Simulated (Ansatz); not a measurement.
# HMg2: the cost of one run

Program: Ansatz 0.2.0, Gaussian basis. Level of theory: def2-QZVPP, core rule «outside noble gas», up to 10 orbitals frozen. These are calculated values, not measurements.

To be run: UHF; ROHF; CCSD(T) on UHF.

## 1. What is computed

The geometry is a PBE0/def2-TZVP stationary point (not a proven minimum).

3 atoms, charge 0, spin multiplicity 4.

Atoms are counted from 1 here; the program's logs count them from 0.

Bond lengths: Mg1–H3 1.846 Å, Mg2–H3 1.846 Å. Angles: Mg1–H3–Mg2 100.7°.

## 2. UHF

in.yaml reads:

```yaml
crystal:
  periodic: [false, false, false]
  atoms:
    - {symbol: Mg, position_ang: [0.000000, -0.023934, 1.420565]}
    - {symbol: Mg, position_ang: [0.000000, -0.023934, -1.420565]}
    - {symbol: H, position_ang: [0.000000, 1.154280, 0.000000]}
basis:
  gaussian: {orbitals: "def2-QZVPP.json"}
magnetization: {spin_polarized: true, initial_magnetization: 3}
hamiltonian: {xc: hf}
output: {orbitals: {seedname: orbitals}}
```

Run with:

```console
> ansatz run in.yaml --threads 1 --pin off --events-out ev --progress --plain --max-ram 2393MiB
```

Q: Estimate wall time and peak memory on 1 thread of Arm Neoverse V2, shared host.

About 9.5 s, with a peak of 0.33 GiB.
